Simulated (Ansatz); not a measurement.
Born–Oppenheimer molecular dynamics of AlH3O (5 atoms, charge 0, multiplicity 1). It goes on from the last frame of an earlier run, with new velocities.

Level of theory: Ansatz 0.2.0, RKS PBE0-D4/def2-SVP.

* ensemble: NVT, Nosé–Hoover chain
* time step: 0.5 fs
* steps asked: 100
* set temperature: 500 K
* thermostat: time constant 100 fs, chain length 3 (defaults)
* seed: 819083

First frame:

```xyz
5
Properties=species:S:1:pos:R:3
Al -0.025 -0.045 -0.044
O -0.071 -0.109 1.663
H -0.731 -0.205 2.320
H 1.421 0.154 -0.617
H -1.466 0.081 -0.767
```

Q: How far do the bonds stretch over the last three quarters of this one trajectory? (Pairs bonded in most of those frames.)

A: 
```tsv
bond	mean (Å)	spread (Å)	shortest	longest
Al1–O2	1.714	0.042	1.65	1.77
Al1–H4	1.588	0.028	1.54	1.63
Al1–H5	1.595	0.019	1.57	1.62
O2–H3	0.960	0.029	0.92	1.00
```

Mean temperature of the second half: 350 K. The conserved energy stayed within 0.29 meV per atom of its start (net change 0.034 meV per atom), so the integration is sound. The mean temperature of the second half is 30 % below the set value. A run of 0.05 ps of so small a system gives no equilibrium averages.

The run took 76 s on 1 thread of Arm Neoverse V2, with other jobs on the host, peak memory 0.085 GiB.
